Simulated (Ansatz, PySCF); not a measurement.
Molecule: C3H7, net charge 0, doublet state. SMILES: C[CH]C
Geometry: optimised at B3LYP-D3(BJ)/def2-TZVP (Ansatz, a first-principles code).

Unscaled harmonic wavenumbers (cm⁻¹) in rising order, each level at the stationary point that it reaches from this structure (no distance between atoms moves by over 0.3 Å); the order of modes can differ between levels, and a negative number is imaginary. B3LYP-D3(BJ)/def2-TZVP (PySCF, at the structure above): 112, 115, 350, 391, 889, 942, 949, 1030, 1148, 1183, 1371, 1410, 1413, 1468, 1476, 1478, 1490, 2938, 2942, 3011, 3012, 3089, 3090, 3174.

HF/6-31G* (Ansatz): 131, 165, 374, 472, 929, 1019, 1036, 1142, 1209, 1288, 1491, 1564, 1568, 1621, 1630, 1633, 1639, 3147, 3152, 3216, 3220, 3260, 3261, 3329. Zero-point energy 59.3 against 55.0 kcal/mol; where all levels lie over 400 cm⁻¹, the wavenumbers are on average 1.081 times those of B3LYP-D3(BJ)/def2-TZVP.

B3LYP/6-31G* (Ansatz): 115, 126, 360, 412, 890, 949, 955, 1049, 1158, 1192, 1388, 1437, 1443, 1500, 1510, 1510, 1522, 2952, 2958, 3041, 3043, 3102, 3102, 3179. Zero-point energy 55.6 against 55.0 kcal/mol; where all levels lie over 400 cm⁻¹, the wavenumbers are on average 1.011 times those of B3LYP-D3(BJ)/def2-TZVP.
